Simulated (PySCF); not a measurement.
Working out the electron affinity of B

B⁻ [He] 2s2 2p2 (3P) → B [He] 2s2 2p1 (2P). Calculation: PySCF 2.14, in dyall-acv3z; the non-relativistic Hamiltonian (point nucleus). Frozen: nothing; the 5 highest virtual orbitals dropped. Energies in hartree (1 hartree = 27.21139 eV):

```tsv
part	B⁻ (lower)	B (upper)
UHF	-24.521909	-24.533083
CCSD correlation	-0.130338	-0.112835
(T)	-0.004164	-0.001763
```

Problem. What does Hartree-Fock give?

Solution. (-24.533083) − (-24.521909) = -0.011174 hartree = -0.304 eV.

Problem. What do CCSD and CCSD(T) give?

Solution. The CCSD correlation energies differ by 0.017503 hartree = 0.476 eV and the triples by 0.002401 hartree = 0.065 eV, so CCSD gives 0.172 eV and CCSD(T) 0.237 eV.

A first-order spin-orbit estimate adds -0.001 eV to CCSD(T) (valence and next inner shell), giving 0.236 eV against 0.280 eV (measured; photodetachment measurements, as compiled on the Wikipedia data page of electron affinities).

What remains against the reference includes basis incompleteness and higher excitations.
